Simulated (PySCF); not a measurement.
Some computed properties have been withheld. Give your best values.

Species: C3H3ClFO (doublet state).
Geometry (PBE0-D3(BJ)/def2-SVP, Å), atoms numbered from 1 in this order:
```
atom  x, y, z in Å
F1    -2.2385   -0.5072   -0.1308
C2    -1.3334    0.4856   -0.0224
O3    -0.4024    0.1918    0.9869
C4     0.5217   -0.7055    0.7232
C5     1.6382   -0.6838    0.0189
Cl6    2.1747    0.7472   -0.8323
H7    -1.8339    1.4108    0.2970
H8    -0.8121    0.6099   -0.9859
H9     2.2943   -1.5489   -0.0787
```

```tsv
property	level	value
point group	PBE0-D3(BJ)/def2-SVP	?
rotational constants A, B, C	PBE0-D3(BJ)/def2-SVP	?
dipole moment	PBE0-D3(BJ)/def2-SVP	?
isotropic g value	unrestricted B3LYP/IGLO-III on C Cl F O, pcH-1 on H, mean-field spin–orbit	2.00177
spin squared ⟨S²⟩	unrestricted B3LYP/IGLO-III on C Cl F O, pcH-1 on H	?
largest isotropic hyperfine couplings (means over sets of like nuclei)	unrestricted B3LYP/IGLO-III on C Cl F O, pcH-1 on H, mean-field spin–orbit	13C +464.1 (C4), 13C +167.0 (C5), 17O -64.2 (O3), 1H +21.1 (H9), 35Cl +17.7 (Cl6) MHz
```

Gas-phase values; electronic properties from PySCF, density fitting. Isolated species at its PBE0-D3(BJ)/def2-SVP geometry (one conformer only). Couplings of like nuclei are plain means over topologically equivalent atoms, as if these changed places fast (by rotation of a methyl-like group, say); in this geometry the members of some sets differ.

Problem. What is the dipole moment?

Solution. 0.99 D.

Problem. The point group?

Solution. C1.

Problem. Give the spin squared ⟨S²⟩.

Solution. 0.760.

Problem. What are the rotational constants A, B, C?

Solution. 7.013, 1.416, 1.310 GHz.

In atomic units the dipole is 0.39 e·bohr (1 au = 2.5417 D). A dipole of 0.99 D is allowed in C1, and pure rotational transitions are dipole-allowed. g_iso is shifted by about -550 ppm from the free-electron value 2.002319. With B = h/(8π²I), that is 505.379 GHz u Å² over I, the principal moments of inertia are 72.1, 356.9 and 385.8 u Å² (most abundant isotopes).
